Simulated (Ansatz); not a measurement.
# SiH₃F (singlet): geometry optimisation

Where does this start of SiH₃F (singlet) end when it is relaxed?

Method: RKS PBE0/def2-TZVP; program: Ansatz 0.2.0, Gaussian basis.

**1. The starting structure**

5 atoms, charge 0, spin multiplicity 1.

Atoms are counted from 1 here; the program's logs count them from 0.

Bond lengths: Si1–F2 1.606 Å, Si1–H3 1.454 Å, Si1–H4 1.454 Å, Si1–H5 1.454 Å. Angles: F2–Si1–H3 105.1°, F2–Si1–H4 105.1°, F2–Si1–H5 105.1°, H3–Si1–H4 113.5°, H3–Si1–H5 113.5°, H4–Si1–H5 113.5°.

The start was built by rule and, where that kept it together, relaxed with GFN2-xTB. Sticks and bond lists go by distance. 

**2. The run**

in.yaml reads:

```yaml
crystal:
  periodic: [false, false, false]
  atoms:
    - {symbol: Si, position_ang: [-0.586108, -0.004448, 0.002839]}
    - {symbol: F, position_ang: [1.020044, 0.007740, -0.004940]}
    - {symbol: H, position_ang: [-0.975674, 1.396252, 0.005732]}
    - {symbol: H, position_ang: [-0.953812, -0.709982, 1.219697]}
    - {symbol: H, position_ang: [-0.965600, -0.708238, -1.211408]}
basis:
  gaussian: {orbitals: def2-TZVP}
hamiltonian: {xc: pbe0}
relax: {f_tol: 0.004, max_steps: 80}
```

Started as:

```sh
$ ansatz run in.yaml --threads 1 --pin off --events-out ev --progress --plain --max-ram 2176MiB
```

**Question.** What will these runs give? Wanted: energy gained; shift from the start; total energy; dipole moment.

**Answer**, as computed:

```
                  quantity           value
                     steps               5
             energy gained        0.056 eV
shift from the start (rms)         0.041 Å
              total energy  -10640.1497 eV
             dipole moment          1.27 D
```

**Reading.** The bonds of the start are those of the end. Si1–H5 went from 1.454 to 1.482 Å. No vibrations were run, so this is a stationary point, not a proven minimum, and this spin need not be the ground state's.
